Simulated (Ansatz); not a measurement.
# H2O (triplet): from Hartree-Fock to the top rungs at distance H1–H2 along a hydrogen transfer = 1.174 Å, 6-31G

Aim: climb from Hartree-Fock through coupled cluster and multireference methods for H2O (triplet) at one geometry and basis, and see what each rung misses.

The runs use Ansatz 0.2.0, Gaussian basis; 6-31G, core rule «outside noble gas», up to 1 orbitals frozen.

To be run: UHF; CCSD(T) on ROHF; CCSD(T) on UHF; BCCD(T) on ROHF; CISD; CCSDT(Q) on ROHF; CCSDT(Q) on UHF; CISDTQ; CCSDTQ on ROHF; CCSDTQ on UHF; CASSCF and MRCISD+Q, 4 electrons in 4 orbitals; CASSCF and NEVPT2, 4 electrons in 4 orbitals; CASSCF and MRCISD+Q, 8 electrons in 6 orbitals; CASSCF and NEVPT2, 8 electrons in 6 orbitals; Full CI.

10 further runs of the same task are left out: 1 for a mislabelled method, 6 that didn't finish, 3 set aside as unsound or not needed.

### Step 1. The system

The geometry derives from fragments relaxed apart (PBE0/def2-TZVP) and kept rigid, so it is no stationary point. A hydrogen atom is moved between rigid fragments.

3 atoms, charge 0, spin multiplicity 3.

Atoms are counted from 1 here; the program's logs count them from 0.

Bond lengths: H2–O3 1.062 Å.

Coordinates:

```
H     0.0000    0.0000   -1.1367
H     0.0000    0.0000    0.0373
O     0.0000    0.0000    1.0993
```

### Step 2. UHF

Contents of in.yaml:

```yaml
crystal:
  periodic: [false, false, false]
  atoms:
    - {symbol: H, position_ang: [0.000000, 0.000000, -1.136667]}
    - {symbol: H, position_ang: [0.000000, 0.000000, 0.037333]}
    - {symbol: O, position_ang: [0.000000, 0.000000, 1.099333]}
basis:
  gaussian: {orbitals: 6-31G}
magnetization: {spin_polarized: true, initial_magnetization: 2}
hamiltonian: {xc: hf}
output: {orbitals: {seedname: orbitals}}
```

The run is started by

```console
ansatz run in.yaml --threads 1 --pin off --events-out ev --progress --plain --max-ram 2393MiB
```

The runs that follow: CCSD(T) on ROHF; CCSD(T) on UHF; BCCD(T) on ROHF; CISD; CCSDT(Q) on ROHF; CCSDT(Q) on UHF; CISDTQ; CCSDTQ on ROHF; CCSDTQ on UHF; CASSCF and MRCISD+Q, 4 electrons in 4 orbitals; CASSCF and NEVPT2, 4 electrons in 4 orbitals; CASSCF and MRCISD+Q, 8 electrons in 6 orbitals; CASSCF and NEVPT2, 8 electrons in 6 orbitals; Full CI.

Q: Predict the results of all the runs planned. Wanted: FCI below the RHF energy; RMP2 from FCI; UMP2 from FCI; RCCSD from FCI; RCCSD(T) from FCI; UCCSD(T) from FCI; RCCSDT(Q) from FCI; UCCSDT(Q) from FCI; NEVPT2 pair from FCI.

As calculated:

```
                         quantity                                                                                                                                       value
         FCI below the RHF energy                                                                                                                                  -3.0358 eV
                    RMP2 from FCI                                                                                                                                +36.4 kJ/mol
                    UMP2 from FCI                                                                                                                                +36.2 kJ/mol
                   RCCSD from FCI                                                                                                                                 +3.3 kJ/mol
                RCCSD(T) from FCI                                                                                                                                 +1.2 kJ/mol
                UCCSD(T) from FCI                                                                                                                                 +1.0 kJ/mol
               RCCSDT(Q) from FCI                                                                                                                                  0.0 kJ/mol
               UCCSDT(Q) from FCI                                                                                                                                  0.0 kJ/mol
             NEVPT2 pair from FCI                                                                                                                                +20.9 kJ/mol
           MRCISD+Q pair from FCI                                                                                                                                 +2.8 kJ/mol
          NEVPT2 valence from FCI                                                                                                                                +36.5 kJ/mol
levels within 1 kcal/mol (43 meV)  RCCSD, UCCSD, RCCSD(T), UCCSD(T), BCCD(T), RCCSDT, UCCSDT, CISDTQ, RCCSDT(Q), UCCSDT(Q), RCCSDTQ, UCCSDTQ, MRCISD+Q pair, MRCISD+Q valence
                    T1 diagnostic                                                                                                                                       0.027
   effectively unpaired electrons                                                                                                                                        2.02
```

**Reading.** RCCSD(T) lands +1.2 kJ/mol from the yardstick (0.4 % of the correlation energy). One determinant dominates. Of the multireference levels listed MRCISD+Q valence comes nearest in total energy (+2.4 kJ/mol), which doesn't show that its space is the better one. These misses are within one basis, not against nature; the frozen cores of restricted and unrestricted runs differ, which can shift their rows.
